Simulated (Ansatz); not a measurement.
# AlBH₂+ (doublet): from Hartree-Fock to the top rungs, 6-31G

How much of the correlation energy of AlBH₂+ (doublet) does each wave-function method recover here?

Program: Ansatz 0.2.0, Gaussian basis. Level of theory: 6-31G, core rule «outside noble gas», up to 6 orbitals frozen. These are calculated values, not measurements.

The runs, in order: UHF; CCSD(T) on ROHF; CCSD(T) on UHF; BCCD(T) on ROHF; CISD; CCSDT(Q) on ROHF; CCSDT(Q) on UHF; CISDTQ; CCSDTQ on ROHF; CCSDTQ on UHF; CASSCF and MRCISD+Q, 7 electrons in 10 orbitals; CASSCF and NEVPT2, 7 electrons in 10 orbitals; Full CI.

21 further runs of the same task are left out: 8 that didn't finish, 13 set aside as unsound or not needed.

### 1 What is computed

The geometry is a PBE0/def2-TZVP stationary point (not a proven minimum) of the parent state, kept for this charge and spin.

4 atoms, charge 1, spin multiplicity 2.

Atoms are counted from 1 here; the program's logs count them from 0.

Bond lengths: B1–Al2 2.079 Å, Al2–H3 1.585 Å, Al2–H4 1.585 Å. Angles: B1–Al2–H3 117.0°, B1–Al2–H4 117.0°, H3–Al2–H4 125.9°.

### 2 UHF

The input, in.yaml:

```yaml
crystal:
  periodic: [false, false, false]
  atoms:
    - {symbol: B, position_ang: [0.000000, 0.000000, 1.551119]}
    - {symbol: Al, position_ang: [0.000000, 0.000000, -0.528209]}
    - {symbol: H, position_ang: [0.000000, -1.411327, -1.248716]}
    - {symbol: H, position_ang: [0.000000, 1.411327, -1.248716]}
basis:
  gaussian: {orbitals: 6-31G}
total_charge: 1
magnetization: {spin_polarized: true, initial_magnetization: 1}
hamiltonian: {xc: hf}
output: {orbitals: {seedname: orbitals}}
```

Started as:

```console
$ ansatz run in.yaml --threads 1 --pin off --events-out ev --progress --plain --max-ram 2393MiB
```

After this run come: CCSD(T) on ROHF; CCSD(T) on UHF; BCCD(T) on ROHF; CISD; CCSDT(Q) on ROHF; CCSDT(Q) on UHF; CISDTQ; CCSDTQ on ROHF; CCSDTQ on UHF; CASSCF and MRCISD+Q, 7 electrons in 10 orbitals; CASSCF and NEVPT2, 7 electrons in 10 orbitals; Full CI.

**Question.** What will the summary of the whole plan be? Wanted: FCI below the RHF energy; RMP2 from FCI; UMP2 from FCI; RCCSD from FCI; RCCSD(T) from FCI; UCCSD(T) from FCI; RCCSDT(Q) from FCI; UCCSDT(Q) from FCI; NEVPT2 valence from FCI.

The runs gave:

| quantity | value |
| --- | --- |
| FCI below the RHF energy | -2.3571 eV |
| RMP2 from FCI | +84.9 kJ/mol |
| UMP2 from FCI | +84.1 kJ/mol |
| RCCSD from FCI | +5.9 kJ/mol |
| RCCSD(T) from FCI | +2.1 kJ/mol |
| UCCSD(T) from FCI | +2.1 kJ/mol |
| RCCSDT(Q) from FCI | 0.0 kJ/mol |
| UCCSDT(Q) from FCI | 0.0 kJ/mol |
| NEVPT2 valence from FCI | +11.1 kJ/mol |
| MRCISD+Q valence from FCI | +0.4 kJ/mol |
| levels within 1 kcal/mol (43 meV) | RCCSD(T), UCCSD(T), BCCD(T), RCCSDT, UCCSDT, CISDTQ, RCCSDT(Q), UCCSDT(Q), RCCSDTQ, UCCSDTQ, MRCISD valence, MRCISD+Q valence |
| T1 diagnostic | 0.029 |
| effectively unpaired electrons | 1.07 |

**Reading.** RCCSD(T) lands +2.1 kJ/mol from the yardstick (0.9 % of the correlation energy). One determinant dominates. Of the multireference levels listed MRCISD+Q valence comes nearest in total energy (+0.4 kJ/mol), which doesn't show that its space is the better one. These misses are within one basis, not against nature; the frozen cores of restricted and unrestricted runs differ, which can shift their rows.
